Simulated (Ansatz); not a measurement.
A geometry relaxed with r2SCAN-D4/def2-SVP in Ansatz (an electronic-structure program), charge 0, multiplicity 2:

```xyz
3

H      0.7990    -0.2189     0.0000
H     -0.7985    -0.2206     0.0000
N     -0.0005     0.4395     0.0000
```

**Question.** Write the SMILES of this molecule.

**Answer.** `[NH2]`
